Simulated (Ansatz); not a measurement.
# CH2Si (triplet): wave-function methods side by side, def2-TZVPP

One table from this session's results is given with a row withheld; the runs are named, their logs left out.

Computed with Ansatz 0.2.0, Gaussian basis. Level: def2-TZVPP, core rule «outside noble gas», up to 6 orbitals frozen.

The runs, in order: UHF; ROHF; CCSD(T) on UHF.

2 further runs of the same task are left out: 2 set aside as unsound or not needed.

**What is computed**

The geometry is a PBE0/def2-TZVP stationary point (not a proven minimum) of the parent state, kept for this charge and spin.

4 atoms, charge 0, spin multiplicity 3.

Atoms are counted from 1 here; the program's logs count them from 0.

Bond lengths: Si1–C2 1.637 Å, Si1–H3 1.483 Å, C2–H4 1.078 Å. Angles: C2–Si1–H3 123.0°, Si1–C2–H4 153.9°.

Set-up of the first run:

The input, in.yaml:

```yaml
crystal:
  periodic: [false, false, false]
  atoms:
    - {symbol: Si, position_ang: [0.000000, -0.101057, 0.500037]}
    - {symbol: C, position_ang: [0.000000, 0.164958, -1.114795]}
    - {symbol: H, position_ang: [0.000000, 0.995702, 1.498344]}
    - {symbol: H, position_ang: [0.000000, -0.145469, -2.147521]}
basis:
  gaussian: {orbitals: def2-TZVPP}
magnetization: {spin_polarized: true, initial_magnetization: 2}
hamiltonian: {xc: hf}
output: {orbitals: {seedname: orbitals}}
```

On the command line:

```console
> ansatz run in.yaml --threads 1 --pin off --events-out ev --progress --plain --max-ram 4096MiB --backend cpu
```

Among the steps run: UHF; ROHF; CCSD(T) on UHF.

One table of the session follows, with a row left open; its other results are not shown here.

It belongs to the step «Misses and costs». 

| method | from UCCSD(T) (kJ/mol) |
| --- | --- |
| ROHF | +715.5 |
| UMP2 | ? |
| UCCSD | +32.5 |
| UCCSD(T) | 0 |

Q: Estimate the row for UMP2 from the others.

As computed: from UCCSD(T) (kJ/mol): +125.4. In the column «from UCCSD(T) (kJ/mol)» it lies between UCCSD (+32.5) and ROHF (+715.5).

Left out of the table: UHF (another determinant or state than the rows shown).

To keep in mind: Warnings: spin contamination; coupled cluster took another determinant than the lowest.
